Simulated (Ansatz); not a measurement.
The input, for Ansatz 0.2.0:

```yaml
crystal:
  periodic: [false, false, false]
  atoms:
    - {symbol: B, position_ang: [0.000000, 0.090141, 0.776082]}
    - {symbol: C, position_ang: [0.000000, -0.115236, -0.591537]}
    - {symbol: H, position_ang: [0.000000, 0.406333, -1.275325]}
basis:
  gaussian: {orbitals: cc-pVDZ}
correlation: {method: fic_mrcisd_q, electrons: outside_noble_gas, active_space: {window: {electrons: 8, orbitals: 9}, shells: [{species: B, l: s, shell: 2}, {species: B, l: p, shell: 2}, {species: C, l: s, shell: 2}, {species: C, l: p, shell: 2}, {species: H, l: s, shell: 1}]}}
```

```sh
$ ansatz run in.yaml --threads 1 --pin off --events-out ev --progress --plain --max-ram 2393MiB
```

Log:

```
587 factors; integrals over basis functions are off by at most 1.7e-7 eV
mean field evaluation 1: about -1704.3680 eV, gradient 3.4e1 eV
mean field evaluation 2: about -1704.3700 eV, gradient 3.4e1 eV
mean field evaluation 4: about -1708.7745 eV, gradient 4.0e0 eV
mean field evaluation 8: about -1709.1144 eV, gradient 5.5e-1 eV
mean field evaluation 16: about -1709.1342 eV, gradient 9.5e-1 eV
mean field evaluation 32: about -1709.1271 eV, gradient 5.0e-1 eV
mean field evaluation 64: about -1709.1450 eV, gradient 4.1e-1 eV
mean field -1709.14466216 eV, -62.8099078345 hartree, gradient 2.7e-6 eV, S^2 0.000000; 11 other end points of the search recorded, 0 dependent functions left out; unrestricted orbitals would lower it
reference -1709.14466216 eV, -62.8099078345 hartree; 6, 6 occupied and 27, 27 virtual orbitals, 587 factors
state -1713.56007583 eV, -62.9721712939 hartree
contracted CI cycle   1: correlation 0.00000000 eV, 0.0000000000 hartree, residual 1.38e1 eV
contracted CI cycle   2: correlation -2.50130882 eV, -0.0919214037 hartree, residual 2.70e0 eV
contracted CI cycle   3: correlation -2.58978859 eV, -0.0951729754 hartree, residual 5.31e-1 eV
contracted CI cycle   4: correlation -2.59347980 eV, -0.0953086248 hartree, residual 1.31e-1 eV
contracted CI cycle   5: correlation -2.59369904 eV, -0.0953166816 hartree, residual 3.33e-2 eV
contracted CI cycle   6: correlation -2.59371268 eV, -0.0953171829 hartree, residual 8.31e-3 eV
contracted CI cycle   7: correlation -2.59371355 eV, -0.0953172150 hartree, residual 2.19e-3 eV
contracted CI cycle   8: correlation -2.59371362 eV, -0.0953172173 hartree, residual 6.18e-4 eV
state -1713.56007583 eV, -62.9721712939 hartree; corrected -1716.26272263 eV, -63.0714917320 hartree
Total energy: -1716.26272263 eV, -63.0714917320 hartree
Checks for a lower state left out: starts, orbital_swaps
```

Ran on 1 thread of Intel Xeon 6975P-C, shared host: 3.5 s wall, 0.35 GiB peak host memory.
